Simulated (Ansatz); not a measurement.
**C4H6ClF: up Jacob's ladder to CCSD(T)**

Aim: compute C4H6ClF with functionals from several rungs and with coupled cluster. The yardstick is the atomisation energy at the CCSD(T) limit.

Program: Ansatz 0.2.0, Gaussian basis. Level of theory: functionals in def2-TZVPP, the program's frozen cores in correlated methods. These are calculated values, not measurements.

Levels to be run: PBE-D4, r2SCAN-D4, PBE0-D4, B3LYP-D4, ωB97X-V, ωB97M-V, B2PLYP; CCSD(T)/def2-TZVPP; MP2/def2-QZVPP; extrapolation to the limit.

## (1) The geometry

An earlier PBE0-D4 in a triple-zeta def2 set relaxation fixed the geometry.

SMILES `FC1(Cl)CCC1`, 12 atoms, charge 0, spin multiplicity 1.

Atoms are counted from 1 here; the program's logs count them from 0.

Bond lengths: F1–C2 1.366 Å, C2–Cl3 1.774 Å, C2–C4 1.526 Å, C2–C6 1.526 Å, C4–C5 1.546 Å, C4–H7 1.089 Å, C4–H8 1.089 Å, C5–C6 1.546 Å, C5–H9 1.089 Å, C5–H10 1.090 Å, C6–H11 1.089 Å, C6–H12 1.089 Å. Angles: F1–C2–Cl3 107.6°, F1–C2–C4 110.9°, F1–C2–C6 110.9°, Cl3–C2–C4 118.1°, Cl3–C2–C6 118.1°, C4–C2–C6 90.5°, C2–C4–C5 87.6°, C2–C4–H7 115.0°, C2–C4–H8 111.3°, C5–C4–H7 118.8°, C5–C4–H8 112.5°, H7–C4–H8 109.9°, C4–C5–C6 89.1°, C4–C5–H9 116.5°, C4–C5–H10 112.2°, C6–C5–H9 116.5°, C6–C5–H10 112.2°, H9–C5–H10 109.2° and more.

## (2) PBE-D4 (GGA)

in.yaml reads:

```yaml
crystal:
  periodic: [false, false, false]
  atoms:
    - {symbol: F, position_ang: [1.200270, -0.785102, 1.410180]}
    - {symbol: C, position_ang: [0.240927, -0.870138, 0.441450]}
    - {symbol: Cl, position_ang: [-0.250701, -2.570416, 0.322147]}
    - {symbol: C, position_ang: [0.690461, -0.159998, -0.832795]}
    - {symbol: C, position_ang: [-0.081187, 1.083452, -0.335105]}
    - {symbol: C, position_ang: [-0.845791, 0.179585, 0.658724]}
    - {symbol: H, position_ang: [1.769501, -0.089889, -0.965428]}
    - {symbol: H, position_ang: [0.235816, -0.607237, -1.715685]}
    - {symbol: H, position_ang: [-0.682682, 1.610065, -1.074530]}
    - {symbol: H, position_ang: [0.568443, 1.796426, 0.171693]}
    - {symbol: H, position_ang: [-0.964173, 0.514385, 1.688641]}
    - {symbol: H, position_ang: [-1.803982, -0.156334, 0.264709]}
basis:
  gaussian: {orbitals: def2-TZVPP}
hamiltonian: {xc: pbe, dispersion: d4}
output: {forces: true, orbitals: {seedname: orbitals}}
```

On the command line:

```bash
$ ansatz run in.yaml --threads 4 --pin off --events-out ev --progress --plain --max-ram 10444MiB
```

Further steps of the session: r2SCAN-D4 (meta-GGA); PBE0-D4 (hybrid); B3LYP-D4 (hybrid); ωB97X-V (range-separated); ωB97M-V (range-separated); B2PLYP (double hybrid); CCSD(T) in def2-TZVPP; MP2 in def2-QZVPP.

Q: Predict the results of all the runs planned. Wanted: atomisation energy, CCSD(T)/CBS; farthest; mean size of error, hybrid; mean size of error, range-separated; gap, smallest and largest; T1 diagnostic; triples share of the correlation energy.

**Answer**, as computed:

| quantity | value |
| --- | --- |
| atomisation energy, CCSD(T)/CBS | 1142.8 kcal/mol |
| functionals within 5.7 kcal/mol (0.5 %) | B3LYP-D4 |
| farthest | PBE-D4 (+37.4 kcal/mol) |
| mean size of error, hybrid | 9.4 kcal/mol |
| mean size of error, range-separated | 6.3 kcal/mol |
| gap, smallest and largest | 6.60 eV (PBE-D4), 13.68 eV (ωB97X-V) |
| T1 diagnostic | 0.0101 |
| triples share of the correlation energy | 3.9 % |

In words: PBE-D4 is off by +37.4 kcal/mol. Double hybrids carry the basis error of their MP2 part in triple zeta, and no dispersion term here, so their miss is partly the set-up's. The reference freezes the cores and leaves out relativity and excitations past (T), so misses under about 5.7 kcal/mol can't be ranked. Hartree-Fock recovers 73 % of the binding; the rest is correlation. Orbital gaps span 6.6 to 13.7 eV; exact exchange widens them.
